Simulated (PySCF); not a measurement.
System (SMILES): P#P (P2).
Geometry (B3LYP-D3(BJ)/def2-TZVP, fixed):
```
P
P 1 1.8895
```
Charge 0, spin multiplicity 1.

Basis-set convergence of the mean static polarisability at PBE0 with PySCF. All functions are spherical. Density fitting with generated auxiliary sets. No added dispersion term, no relativity. Reference: the value in aug-pcseg-3, 49.94 bohr³, itself unsure by roughly 0.3 % (its mean distance from aug-cc-pV(Q+d)Z, aug-pcseg-2, aug-cc-pV(T+d)Z). Deviations are taken from unrounded values. Cost is core time over that of def2-TZVPD, rough, on shared machines of one kind; a dash marks a row that isn't timed (too short, read off another run, short of memory, by another algorithm or on other hardware).

| basis | functions | mean static polarisability (bohr³) | minus reference (%) | cost |
|---|---|---|---|---|
| pcseg-0 | 26 | 31.26 | -37.4 | - |
| pcseg-1 | 36 | 37.94 | -24.0 | - |
| def2-SVPD | 48 | 46.03 | -7.8 | - |
| aug-pcseg-1 | 54 | 49.26 | -1.3 | - |
| pcseg-2 | 68 | 37.67 | -24.6 | 0.6× |
| def2-TZVPD | 86 | 49.01 | -1.9 | 1× |
| def2-TZVPPD | 96 | 49.02 | -1.8 | 1× |
| aug-pcseg-2 | 100 | 49.62 | -0.6 | 1× |
| pcseg-3 | 128 | 43.69 | -12.5 | 2× |
| def2-QZVPPD | 152 | 49.67 | -0.5 | 3× |
| aug-pcseg-3 | 178 | 49.94 | 0.0 | 5× |
| pcseg-4 | 210 | 48.12 | -3.6 | 7× |

The smallest set listed that lies within 5 % of the reference with all its larger relatives (same family, alike in diffuse functions; a set with none counts only in the reference's own line) is aug-pcseg-1 (54 functions, -1.3 % off). Inside, with no larger relative to test it: pcseg-4.
